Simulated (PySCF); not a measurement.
Na(Cl) cation (ClNa), SMILES [Na][Cl] (connectivity only; charge and spin as stated), charge +1, multiplicity 2. Coordinates come from a PBE-D3(BJ)/def2-TZVPD optimisation. The multiplicity is an assumed one; other spin states were not compared.

These are PBE-D3(BJ)/def2-TZVPD (PySCF) values and carry that method's errors.

Harmonic wavenumbers (cm⁻¹): 149. Rotational constants (GHz): 4.600 (linear); symmetry number 1.

Work out the zero-point energy and the ideal-gas rigid-rotor harmonic-oscillator thermochemistry at 298.15 K and 1 atm.

ZPE = ½ Σ hcν = ½ × 149 cm⁻¹ = 0.89 kJ/mol. H − E(el) = 11.26 kJ/mol. Entropy in J/(mol K): translation 159.48, rotation 68.25, vibration 11.24, spin 5.76, total 244.73. G − E(el) = -61.71 kJ/mol. Cp = 37.07 J/(mol K). Modes under 150 cm⁻¹ make the vibrational entropy uncertain.
